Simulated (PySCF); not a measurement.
# Calculated NMR parameters of CC/C=C\C=O

```yaml
Formula: C5H8O
SMILES: CC/C=C\C=O
Point_group_of_the_computed_structure: C1
Degrees_of_unsaturation: 2
Carbon_signals: 5
Proton_signals: 5
```

Atom-mapped SMILES (the numbers label the heavy atoms): `[CH3:1][CH2:2]/[CH:3]=[CH:4]\[CH:5]=[O:6]` (H(Xn): hydrogen on atom n).

[PySCF 2.14.0 with density-fitted response routines: shieldings: GIAO PBE0/pcSseg-1; geometry from GFN2-xTB; in vacuum; fast rotation and ring inversion assumed for equivalent nuclei; one computed conformer; no relativistic terms]

References, each an isolated molecule treated in the same way: $^{1}$H (31.72 ppm), $^{13}$C (186.93 ppm) against TMS; $^{17}$O (336.08 ppm) against H2O.

| carbon | δC, type | δH (multiplicity) | HMBC from (2–3 bonds) | span of the C tensor (ppm) |
| --- | --- | --- | --- | --- |
| C1 | 16.0, CH3 | 1.18 (t) | H(C3), H(C2) | 31 |
| C2 | 31.7, CH2 | 2.99 (m) | H(C3), H(C4), H(C1) | 20 |
| C3 | 168.5, CH | 6.73 (m) | H(C5), H(C4), H(C2), H(C1) | 238 |
| C4 | 130.7, CH | 6.37 (m) | H(C5), H(C3), H(C2) | 195 |
| C5 | 195.1, CH | 10.11 (d) | H(C3), H(C4) | 192 |

Other nuclei:
```csv
atoms,nucleus,environment,δ (ppm),σ (ppm)
O6,$^{17}$O,aldehyde oxygen,707.3,-371.3
```

Carbon types of the structure: 3 × CH, 1 × CH2, 1 × CH3, which accounts for all hydrogens. δC 195.1: aldehyde carbonyl carbon; the double bond to the heteroatom, with no lone-pair donor beside it, deshields it most. δC 168.5: β carbon of a C=C–C=O unit; conjugation with the carbonyl draws π density from the β position. δC 130.7: α carbon of a C=C–C=O unit; an sp2 carbon of a C=C bond. δH 10.11: hydrogen on an aldehyde carbonyl carbon; the formyl region, downfield of aromatic protons. δH 2.99: hydrogen on an allylic sp3 CH2; allylic position.

Shifts are as computed. Against solution values, carbons near 30 ppm lie about +3 ppm off and those near 130 ppm about +5 ppm. Of 1211 compounds with measured shifts, 218 miss one by over three times the rms of a fit or turn the order of signals round; such compounds aren't used in these exercises. Unscaled 17O shifts of doubly bonded oxygen tend to come out too high, by tens of ppm or more. Experimental scales use liquid or dissolved standards, which lie at an offset from isolated H2O (liquid H2O: subtract about 36 ppm). Multiplicities follow the n + 1 count of equivalent neighbours, as no J values were calculated; m marks all less simple cases, F and P coupling included.
